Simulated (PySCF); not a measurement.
A GIAO shielding run with PySCF (density fitting, non-relativistic, gas phase) on 1-fluorobutane, C$_{4}$H$_{9}$F:

```
$ OMP_NUM_THREADS=2 python probes_run.py task.json out

{"job": {"kind": "nmr", "xc": "PBE0", "basis": "pcSseg-2"}, "charge": 0, "multiplicity": 1}
C     -1.872523    -0.471018     0.251022
C     -0.422028    -0.192663     0.601766
C      0.422740     0.138866    -0.617557
C      1.860271     0.444441    -0.287417
F      1.943032     1.583008     0.501429
H     -1.958561    -1.311417    -0.443513
H     -2.335259     0.397636    -0.225444
H     -2.459621    -0.712747     1.139526
H     -0.363457     0.637178     1.311796
H      0.010261    -1.062242     1.110744
H      0.414023    -0.703626    -1.320162
H     -0.005763     0.994284    -1.151153
H      2.449471     0.629693    -1.190698
H      2.321460    -0.374417     0.275076
```

Hardware: 2 threads of an Intel Xeon, shared host. The job also computes population analyses, field gradients.

Question: How large is the calculation?

Answer: 42 electrons, 306 basis functions and 779 auxiliary functions.

Question: How long does it take, and how much memory does it need?

Answer: 73 s of wall time, with 12 SCF cycles and 4 response iterations; peak memory 2.3 GiB. Times on a shared host scatter by some tens of per cent.
